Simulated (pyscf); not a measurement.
Thermochemistry of product channels of AsH₂• + BH₃ on the doublet surface, in eV, from ωB97M-D3(BJ)/def2-TZVP energies (ideal gas, 1 atm, RRHO with modes under 100 cm⁻¹ raised to 100, one conformer, R ln 2 for rigid chiral ones). Optimised with ωB97X-D3(BJ)/def2-SVP in PySCF.

| products | ΔE | ΔH(298 K) | ΔG(298 K) | ΔG(900 K) |
|---|---|---|---|---|
| AsH₃ + BH [singlet] + H• | +5.15 | +4.91 | +4.62 | +3.96 |
| AsH₃ + BH₂• | +1.45 | +1.40 | +1.39 | +1.36 |
| H₂B–AsH• + H₂ | -0.02 | -0.06 | -0.04 | -0.06 |
| AsH [triplet] + H₂ + BH₂• | +3.33 | +3.16 | +2.79 | +1.98 |
| [HB–AsH₂]• + H₂ | +1.31 | +1.23 | +1.26 | +1.24 |

These are energies of the channels, which say nothing of barriers. Elements up to Kr have no core potential and no relativistic terms here.
